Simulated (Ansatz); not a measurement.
C3H6F2, SMILES `FCCCF`. Charge 0, multiplicity 1. The structure was optimised at the PBE0-D4/def2-TZVP level. It is one conformer, not always the lowest.

```xyz
11

F    -1.882    0.397    0.577
C    -0.939    0.781   -0.364
C     0.081   -0.316   -0.543
C     0.888   -0.583    0.703
F     1.643    0.534    1.023
H    -1.467    0.984   -1.300
H    -0.471    1.702   -0.007
H    -0.427   -1.240   -0.838
H     0.755   -0.040   -1.360
H     0.239   -0.801    1.556
H     1.579   -1.418    0.554
```

Task: What is the dipole moment at r2SCAN/def2-TZVPP? (An estimate is asked.)

Result: Ansatz gave: 1.98 D, with components (0.25, -0.99, -1.70) D in this frame, pointing from negative to positive charge.

Task: And with PBE, B3LYP, ωB97M-V? (Estimate.)

Result: The calculation gave: PBE 1.90 D, B3LYP 2.03 D, ωB97M-V 2.02 D.

Task: Give the Mulliken charges with r2SCAN, PBE, ωB97M-V in def2-TZVPP. (Best estimate.)

Result: Computed: 
```csv
atom,r2SCAN,PBE,ωB97M-V
F1,-0.26,-0.22,-0.24
C2,0.16,0.05,0.04
C3,-0.04,-0.11,-0.18
C4,0.16,0.05,0.04
F5,-0.26,-0.22,-0.24
H6,0.04,0.08,0.10
H7,0.05,0.08,0.10
H8,0.02,0.06,0.09
H9,0.02,0.06,0.09
H10,0.05,0.08,0.10
H11,0.04,0.08,0.10
```

B3LYP here is the variant with VWN-RPA as its local correlation; programs differ in this.
